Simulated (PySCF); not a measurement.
H3P, SMILES P.

The structure is a stationary point at PBE0-D3(BJ)/def2-TZVPD.

Calculation: PySCF with PBE/def2-TZVPD.

Gas-phase values at a fixed geometry.

The total energy is -342.98344 hartree. The point group is C3v, the highest occupied level is -6.71 eV and the lowest empty level is -0.32 eV. The orbital gap is 6.39 eV and the dipole moment is 0.128 e·Å. The quadrupole, principal values (traceless, Buckingham form, about the centre of nuclear charge) is -2.15, 1.07, 1.07 D·Å and the mean static polarisability comes out as 31.3 bohr³ (4.63 Å³). The polarisability, principal values is 30.7, 30.7, 32.5 bohr³.
